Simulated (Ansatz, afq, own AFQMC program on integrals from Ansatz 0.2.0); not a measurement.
NHO, triplet: AFQMC among the cluster methods

```xyz
3

N     0.0000   -0.0683    0.8031
O     0.0000    0.1080   -0.6361
H     0.0000   -0.7651   -1.0624
```

Connectivity, by distances: N–OH.

Basis cc-pVDZ. Noble-gas cores (and the filled d shells of Ga–Kr and In–Xe) are frozen. AFQMC by an in-house program on the Cholesky factors that Ansatz 0.2.0 writes for its CCSD(T) run. ph-AFQMC/CISD is guided by a CISD state made of CCSD amplitudes; releasing the constraint for a short imaginary time cuts its bias at the price of noise, slowly where states lie close. Error bars are statistical, one sigma.

Determinant: UHF, the one that the program's search chose, which needn't be the lowest solution. The geometry is a point of a scan.

No full CI on the walks' own integrals is used here; CCSDT(Q) serves as the reference and is uncertain by about the last step of the cluster series.

Cautions: lower spins were not checked.

The T1 diagnostic is 0.0268. The weight of the determinant in the CISD state is 0.892, the ⟨S²⟩ of the determinant is 2.023 and the size of the correlated space is 12 electrons in 31 orbitals.

Reference: CCSDT(Q), correlation energy -8.911 eV. The released energy is read at 2.40 1/Eh (meV from the phaseless value at times in 1/Eh: -26 ± 17 at 0.24, -17 ± 20 at 0.51, -54 ± 18 at 0.99, -56 ± 23 at 1.62, -44 ± 25 at 2.40).

```json
{"level": "HF", "E − E(reference) (meV)": "8911.5", "share of correlation (%)": "0.00"}
{"level": "MP2", "E − E(reference) (meV)": "897.7", "share of correlation (%)": "89.93"}
{"level": "CCSD", "E − E(reference) (meV)": "280.3", "share of correlation (%)": "96.85"}
{"level": "CCSD(T)", "E − E(reference) (meV)": "54.7", "share of correlation (%)": "99.39"}
{"level": "CCSDT", "E − E(reference) (meV)": "27.8", "share of correlation (%)": "99.69"}
{"level": "ph-AFQMC/HF", "E − E(reference) (meV)": "-46.9 ± 94.5", "share of correlation (%)": "100.53"}
{"level": "ph-AFQMC/CISD", "E − E(reference) (meV)": "39.3 ± 17.3", "share of correlation (%)": "99.56"}
{"level": "released AFQMC", "E − E(reference) (meV)": "-4.4 ± 25.0", "share of correlation (%)": "100.05"}
```

A walk keeps the symmetry of its determinant, which the program's search chose and which needn't be the lowest solution, so a lower state of the same spin and another symmetry isn't excluded. Released energies are given only where the last usable release times agree within the noise; a slower fall can still hide under it.
